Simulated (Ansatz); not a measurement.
# SiH4 (quintet): the correlation ladder, def2-QZVPP

An exercise on one series of results from a longer session: the logs are not shown, and one member is left open.

The runs use Ansatz 0.2.0, Gaussian basis; def2-QZVPP, core rule «outside noble gas», up to 5 orbitals frozen.

Plan: UHF; ROHF; CCSD(T) on UHF.

2 further runs of the same task are left out: 2 set aside as unsound or not needed. Runs told in other sessions of the task aren't counted.

**The geometry**

The geometry is a PBE0/def2-TZVP stationary point (not a proven minimum) of the parent state, kept for this charge and spin.

5 atoms, charge 0, spin multiplicity 5.

Atoms are counted from 1 here; the program's logs count them from 0.

Bond lengths: Si1–H2 1.529 Å, Si1–H3 1.529 Å, Si1–H4 1.529 Å, Si1–H5 1.529 Å. Angles: H2–Si1–H3 90.0°, H2–Si1–H4 90.0°, H2–Si1–H5 180.0°, H3–Si1–H4 180.0°, H3–Si1–H5 90.0°, H4–Si1–H5 90.0°.

The first run:

in.yaml reads:

```yaml
crystal:
  periodic: [false, false, false]
  atoms:
    - {symbol: Si, position_ang: [0.000000, 0.000000, 0.000000]}
    - {symbol: H, position_ang: [-0.011525, 1.085107, 1.077576]}
    - {symbol: H, position_ang: [-0.016497, -1.077632, 1.084987]}
    - {symbol: H, position_ang: [0.016497, 1.077632, -1.084987]}
    - {symbol: H, position_ang: [0.011525, -1.085107, -1.077576]}
basis:
  gaussian: {orbitals: "def2-QZVPP.json"}
magnetization: {spin_polarized: true, initial_magnetization: 4}
hamiltonian: {xc: hf}
output: {orbitals: {seedname: orbitals}}
```

Started as:

```console
ansatz run in.yaml --threads 1 --pin off --events-out ev --progress --plain --max-ram 2393MiB
```

Among the steps run: UHF; ROHF; CCSD(T) on UHF.

One of the session's tables, all rows but one given; the rest of the session is left out.

It belongs to the step «Misses and costs». 

```
  method  from UCCSD(T) (kcal/mol)
    ROHF                   +101.27
     UHF                    +96.88
    UMP2                    +21.56
   UCCSD                         ?
UCCSD(T)                         0
```

Estimate the missing values for UCCSD.

As computed: from UCCSD(T) (kcal/mol): +4.02. In the column «from UCCSD(T) (kcal/mol)» it lies between UCCSD(T) (0) and UMP2 (+21.56).
